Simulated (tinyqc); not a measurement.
Inside a calculation. Method: RHF in the sto-3g basis, for HF, spin multiplicity 1. One step of it, computed by the program tinyqc.

Task: Iteration 2: building the Fock matrix. J_ij = sum D_kl (ij|kl), K_ij = sum D_kl (ik|jl); F = H + J - 0.5 K; E = tr D H + tr D J / 2 - 0.25 tr D K + E_nn.

D after iteration 1, lower triangle:
```
            1F 1s      1F 2s    1F 2px    1F 2py    1F 2pz     2H 1s
1F 1s    2.114194
1F 2s   -0.479990   2.036135
1F 2px   0.000000   0.000000  2.000000
1F 2py   0.000000   0.000000  0.000000  2.000000
1F 2pz   0.080530  -0.395954  0.000000  0.000000  1.090360
2H 1s   -0.028705   0.004262  0.000000  0.000000  0.764229  0.577767
```

core Hamiltonian H = T + V (hartree), lower triangle:
```
             1F 1s       1F 2s     1F 2px     1F 2py     1F 2pz      2H 1s
1F 1s   -40.488787
1F 2s    -9.500042  -10.966395
1F 2px    0.000000    0.000000  -8.641537
1F 2py    0.000000    0.000000   0.000000  -8.641537
1F 2pz   -0.009725   -0.120480   0.000000   0.000000  -8.708214
2H 1s    -1.165335   -2.703421   0.000000   0.000000  -1.898673  -4.567053
```

Two-electron integrals (ij|kl) in chemists' order, unique and non-zero (hartree):
```
(11|11) 5.403501   (21|11) 0.841920   (21|21) 0.156299   (22|11) 1.268028
(22|21) 0.292344   (22|22) 0.926167   (31|31) 0.027998   (32|31) 0.043169
(32|32) 0.204588   (33|11) 1.264502   (33|21) 0.292403   (33|22) 0.925959
(33|33) 0.997514   (41|41) 0.027998   (42|41) 0.043169   (42|42) 0.204588
(43|43) 0.053770   (44|11) 1.264502   (44|21) 0.292403   (44|22) 0.925959
(44|33) 0.889973   (44|44) 0.997514   (51|51) 0.027998   (52|51) 0.043169
(52|52) 0.204588   (53|53) 0.053770   (54|54) 0.053770   (55|11) 1.264502
(55|21) 0.292403   (55|22) 0.925959   (55|33) 0.889973   (55|44) 0.889973
(55|55) 0.997514   (61|11) 0.103673   (61|21) 0.019096   (61|22) 0.035530
(61|33) 0.035475   (61|44) 0.035475   (61|51) 0.000774   (61|52) 0.001459
(61|55) 0.035646   (61|61) 0.002357   (62|11) 0.277738   (62|21) 0.064958
(62|22) 0.231417   (62|33) 0.227949   (62|44) 0.227949   (62|51) 0.004424
(62|52) 0.035358   (62|55) 0.238123   (62|61) 0.008061   (62|62) 0.072781
(63|31) 0.006615   (63|32) 0.039899   (63|53) 0.007333   (63|63) 0.010506
(64|41) 0.006615   (64|42) 0.039899   (64|54) 0.007333   (64|64) 0.010506
(65|11) 0.195363   (65|21) 0.046257   (65|22) 0.176413   (65|33) 0.169009
(65|44) 0.169009   (65|51) 0.009360   (65|52) 0.065289   (65|55) 0.191017
(65|61) 0.005966   (65|62) 0.068148   (65|65) 0.073880   (66|11) 0.455369
(66|21) 0.108227   (66|22) 0.445641   (66|33) 0.431230   (66|44) 0.431230
(66|51) 0.008692   (66|52) 0.099095   (66|55) 0.474013   (66|61) 0.013496
(66|62) 0.184903   (66|65) 0.201640   (66|66) 0.774606
```

nuclear repulsion = 4.17405337 hartree

Give: Coulomb J; exchange K; Fock matrix F; total energy of this density.

Result:

Coulomb J (hartree), lower triangle:
```
          1F 1s   1F 2s  1F 2px  1F 2py  1F 2pz   2H 1s
1F 1s   20.1926
1F 2s    3.8463  9.5265
1F 2px   0.0000  0.0000  9.5308
1F 2py   0.0000  0.0000  0.0000  9.5308
1F 2pz  -0.0104  0.0022  0.0000  0.0000  9.4914
2H 1s    0.4698  2.3513  0.0000  0.0000  1.7916  4.6875
```

exchange K (hartree), lower triangle:
```
          1F 1s    1F 2s  1F 2px  1F 2py  1F 2pz   2H 1s
1F 1s   11.0733
1F 2s    1.9124   3.0714
1F 2px   0.0000   0.0000  2.6128
1F 2py   0.0000   0.0000  0.0000  2.6128
1F 2pz   0.0036  -0.1499  0.0000  0.0000  2.0717
2H 1s    0.2477   0.8476  0.0000  0.0000  0.7274  0.9716
```

Fock matrix F (hartree), lower triangle:
```
           1F 1s    1F 2s   1F 2px   1F 2py   1F 2pz    2H 1s
1F 1s   -25.8329
1F 2s    -6.6099  -2.9755
1F 2px    0.0000   0.0000  -0.4171
1F 2py    0.0000   0.0000   0.0000  -0.4171
1F 2pz   -0.0219  -0.0433   0.0000   0.0000  -0.2526
2H 1s    -0.8194  -0.7759   0.0000   0.0000  -0.4708  -0.3654
```

total energy of this density = -98.529363 hartree
